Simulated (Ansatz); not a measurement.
SbH⁺, doublet: reading a ladder of total energies

Geometry: that of the SbH, singlet, kept fixed.

```xyz
2

Sb    0.0000    0.0000    0.0000
H     0.0000    0.0000    1.7130
```

Basis def2-TZVPP with its core potentials; Ansatz 0.2.0. Correlated methods freeze the noble-gas cores and the filled d shells of p-block atoms, which leaves 5 electrons in 55 orbitals. Prefix R: restricted or restricted open-shell reference. No spin–orbit coupling is included; scalar relativity enters through the core potentials alone.

Full CI is exact within this basis and frozen core; it isn't the basis-set limit.

Runs differ by some tens of microhartree through their thresholds and, for an open shell, their frozen cores, so steps under 0.03 kcal/mol mean nothing.

| level | total energy (hartree) |
| --- | --- |
| RHF | -239.522892 |
| RMP2 | -239.598580 |
| RCCSD | -239.618016 |
| RCCSD(T) | -239.620248 |
| RCCSDT | -239.620768 |
| RCCSDT(Q) | -239.620818 |
| full CI | -239.620795 |

Q: What is the correlation energy at full CI, and what share of it do RMP2 and RCCSD(T) recover?

A: E(corr) = -239.620795 − (-239.522892) = -0.097903 hartree = -2.664 eV. RMP2: -0.075688 / -0.097903 = 77.31 %. RCCSD(T): -0.097356 / -0.097903 = 99.44 %.

Q: By how many kcal/mol does RCCSD(T) miss full CI (1 hartree = 627.509 kcal/mol), and which steps make up the rest?

A: -239.620248 − (-239.620795) = 0.000547 hartree = 0.34 kcal/mol. Steps: RCCSDT − RCCSD(T) = -0.33, RCCSDT(Q) − RCCSDT = -0.03, full CI − RCCSDT(Q) = 0.01 kcal/mol. That is within 1 kcal/mol of the reference in this basis, which itself misses far more of the correlation at the basis-set limit.
